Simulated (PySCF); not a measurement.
Compound: C3H3ClO.
SMILES with atom numbers: `[O:1]=[C:2]=[CH:3][CH2:4][Cl:5]` (hydrogens: H6 on C3; H7, H8 on C4)

A GFN2-xTB structure was refined with PBE0-D3(BJ)/def2-SVP geometry optimisation, gas phase (PySCF 2.14.0). Its GFN2-xTB values:

```
  coordinate  GFN2-xTB
       O1=C2   1.159 Å
       C2=C3   1.298 Å
       C3–C4   1.487 Å
       C3–H6   1.078 Å
      C4–Cl5   1.814 Å
       C4–H7   1.088 Å
    O1–C2–C3    177.0°
    C2–C3–C4    124.0°
   C3–C4–Cl5    111.1°
C2–C3–C4–Cl5       96°
```

Q: How do these coordinates change at the PBE0-D3(BJ)/def2-SVP level?

A: 
```json
{"coordinate": "C2=C3", "PBE0-D3(BJ)/def2-SVP (Å or °)": "1.321", "change": "+0.023"}
{"coordinate": "C3–H6", "PBE0-D3(BJ)/def2-SVP (Å or °)": "1.093", "change": "+0.015"}
{"coordinate": "C4–H7", "PBE0-D3(BJ)/def2-SVP (Å or °)": "1.097", "change": "+0.009"}
{"coordinate": "C4–Cl5", "PBE0-D3(BJ)/def2-SVP (Å or °)": "1.811", "change": "-0.003"}
{"coordinate": "C3–C4", "PBE0-D3(BJ)/def2-SVP (Å or °)": "1.485", "change": "-0.002"}
{"coordinate": "O1=C2", "PBE0-D3(BJ)/def2-SVP (Å or °)": "1.159", "change": "0.000"}
{"coordinate": "C3–C4–Cl5", "PBE0-D3(BJ)/def2-SVP (Å or °)": "113.2", "change": "+2.1"}
{"coordinate": "O1–C2–C3", "PBE0-D3(BJ)/def2-SVP (Å or °)": "178.8", "change": "+1.8"}
{"coordinate": "C2–C3–C4", "PBE0-D3(BJ)/def2-SVP (Å or °)": "123.0", "change": "-1.0"}
{"coordinate": "C2–C3–C4–Cl5", "PBE0-D3(BJ)/def2-SVP (Å or °)": "100", "change": "+4"}
```

The energy falls by 0.038 eV over 4 energy and gradient evaluations, the largest force component goes from 0.0276 to 3.6e-04 Eh/bohr, and the atoms move by 0.035 Å rms after alignment. The bond that changes most is C2=C3 (central carbon of a ketene to outer carbon of cumulated double bonds), which lengthens by 0.023 Å. Bonds longer at the end by more than 0.005 Å: 4 of 7; shorter: 0. Rotational constants go from 13230, 1767, 1657 to 13581, 1716, 1620 MHz.

The run used 89 basis functions and 28 SCF cycles in all.

PBE0-D3(BJ)/def2-SVP frequencies: not computed here. One conformer, not necessarily the lowest.

The values belong to the conformer `[O:1]=[C:2]=[CH:3][CH2:4][Cl:5]`: C2–C3–C4–Cl5 100°.
